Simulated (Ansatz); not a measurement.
Reaction: C2H3BO2 (SMILES C#CB(O)O) → H2BO2 (SMILES O[B]O, doublet) + C2H (SMILES [C]#C, doublet) (the B-C bond breaks)
Each species at its own B3LYP-D3(BJ)/def2-TZVP minimum (Ansatz, a quantum-chemistry and plane-wave program), one conformer.

Total energies in hartree (Ansatz). UHF or UKS for unpaired electrons; spin-orbit terms are left out. Correlated methods leave the cores frozen. No relativity. The UHF reference of C2H ([C]#C, doublet) is spin-contaminated (<S^2> up to 0.36 over the pure value in the sets run).

```csv
species,HF/cc-pVTZ,CCSD(T)/cc-pVTZ,HF/cc-pVQZ,CCSD(T)/cc-pVQZ,CCSD(T)/cc-pVDZ,CCSDT(Q)/cc-pVDZ
1: C2H3BO2 (SMILES C#CB(O)O),-252.05516,-252.97918,-252.07373,-253.05605,-252.71920,-252.72229
"2: H2BO2 (SMILES O[B]O, doublet)",-175.68559,-176.27020,-175.69995,-176.32621,-176.08418,-176.08598
"3: C2H (SMILES C#[C], doublet)",-76.17745,-76.46716,-76.18236,-76.48720,-76.39801,-76.40053
```

**Question.** Work out the bond dissociation energy (electronic) in kcal/mol: take Hartree-Fock from cc-pVQZ, extrapolate the CCSD(T) correlation energy as X^-3 (X = 3, 4), and add CCSDT(Q) - CCSD(T) in cc-pVDZ. 1 hartree = 627.51 kcal/mol.

**Answer.** 
Species 1: correlation (64·(-0.98232) - 27·(-0.92402))/37 = -1.02486; step -0.00309; E1 = -252.07373 + (-1.02486) + (-0.00309) = -253.10168
Species 2: correlation (64·(-0.62626) - 27·(-0.58461))/37 = -0.65665; step -0.00180; E2 = -175.69995 + (-0.65665) + (-0.00180) = -176.35840
Species 3: correlation (64·(-0.30484) - 27·(-0.28971))/37 = -0.31588; step -0.00252; E3 = -76.18236 + (-0.31588) + (-0.00252) = -76.50076
-1·E1 +1·E2 +1·E3 = 0.24252 hartree = 152.2 kcal/mol.
